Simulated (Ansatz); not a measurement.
Input for Ansatz (development build ahead of 0.2.0):

```yaml
crystal:
  periodic: [false, false, false]
  atoms:
    - { symbol: B, position_ang: [0.0, 0.0, -1.2505] }
    - { symbol: Al, position_ang: [0.0, 0.0, 1.2505] }
basis:
  gaussian: { orbitals: "6-31G" }
magnetization:
  spin_polarized: true
  initial_magnetization: 2
hamiltonian:
  xc: hf
correlation:
  method: ccsd_t
  frozen_orbitals: { Al: 5, B: 1 }
```

The input is written out in the form of the current development build from the run's settings.

The run gave:

- Converged: yes
- Reference energy: -266.40904 hartree
- Correlation energy: -0.08392 hartree
- Total energy: -266.49295 hartree
